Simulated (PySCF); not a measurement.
Isomers of CHNS, mass 58.983 u with the commonest isotopes. Computed with PySCF, PBE0-D3(BJ)/def2-SVP geometry optimisation, gas phase. One conformer each, none proved a minimum here; rigid rotors.

Question: Order these by rotational constant C, largest first.
A. `N=C=S` (isothiocyanic acid)
B. isothiofulminic acid, `[C-]#[N+]S`
C. thiocyanic acid (`N#CS`)

Answer: B (6199 MHz), A (5840 MHz), C (5687 MHz).

Question: Order these by radius of gyration √(Σ m r²/M), smallest first.
A. thiocyanic acid, `N#CS`
B. isothiocyanic acid, `N=C=S`
C. isothiofulminic acid (`[C-]#[N+]S`)

Answer: C (1.176 Å), B (1.211 Å), A (1.227 Å).

```tsv
SMILES	point group	Ia (u·Å²)	Ib (u·Å²)	Ic (u·Å²)	κ	μa (D)	μb (D)	μc (D)
N#CS	Cs	1.77	87.09	88.86	-1.00	3.25	1.13	0.00
N=C=S	Cs	0.41	86.13	86.54	-1.00	1.91	1.20	0.00
[C-]#[N+]S	Cs	1.78	79.74	81.52	-1.00	3.23	1.08	0.00
```
